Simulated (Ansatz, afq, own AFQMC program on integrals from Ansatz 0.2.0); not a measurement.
**SiH₄⁻, doublet → SiH4, singlet**

```xyz
5

Si    0.0000    0.0000    0.0000
H     0.8647    0.8681    0.8695
H    -0.8700   -0.8669    0.8654
H    -0.8649    0.8667   -0.8707
H     0.8702   -0.8679   -0.8642
```

E(singlet, charge +0) − E(doublet, charge -1) at this geometry, on UHF and RHF determinants.

Basis 6-31++G**. Noble-gas cores (and the filled d shells of Ga–Kr and In–Xe) are frozen. AFQMC by an in-house program on the Cholesky factors that Ansatz 0.2.0 writes for its CCSD(T) run. The CISD trial takes its coefficients from CCSD amplitudes. Released means that phaseless walkers are propagated on without the constraint, phases kept. Uncertainties: one standard error, sampling alone. The errors of all members are added in quadrature.

No full CI on the walks' own integrals is used here; CCSDT(Q) serves as the reference and is uncertain by about the last step of the cluster series. Each member takes its own surest rung, up to full CI.

Errors are counted within 6-31++G**, not against nature.

Cautions: SiH₄⁻ (doublet): at this level and basis the anion state lies above a neutral one; SiH₄ (singlet): the ph-AFQMC/CISD walk drifts between its halves (2.6 errors).

Reference (CCSDT(Q)): -113.8 kJ/mol.

```json
{"level": "HF", "vertical detachment energy (kJ/mol)": "-137.1", "error against CCSDT(Q) (kJ/mol)": "-23.2"}
{"level": "MP2", "vertical detachment energy (kJ/mol)": "-118.8", "error against CCSDT(Q) (kJ/mol)": "-4.9"}
{"level": "CCSD", "vertical detachment energy (kJ/mol)": "-116.4", "error against CCSDT(Q) (kJ/mol)": "-2.5"}
{"level": "CCSD(T)", "vertical detachment energy (kJ/mol)": "-114.3", "error against CCSDT(Q) (kJ/mol)": "-0.5"}
{"level": "CCSDT", "vertical detachment energy (kJ/mol)": "-113.9", "error against CCSDT(Q) (kJ/mol)": "0.0"}
{"level": "ph-AFQMC/CISD", "vertical detachment energy (kJ/mol)": "-114.1 ± 0.2", "error against CCSDT(Q) (kJ/mol)": "-0.3 ± 0.2"}
{"level": "released AFQMC", "vertical detachment energy (kJ/mol)": "-113.8 ± 0.1", "error against CCSDT(Q) (kJ/mol)": "0.0 ± 0.1"}
```

Correlation beyond CCSD(T) adds 0.5 kJ/mol. The perturbative (T) step is worth +2.1 kJ/mol.

A walk keeps the symmetry of its determinant, which the program's search chose and which needn't be the lowest solution, so a lower state of the same spin and another symmetry isn't excluded. Released energies are given only where the last usable release times agree within the noise; a slower fall can still hide under it.
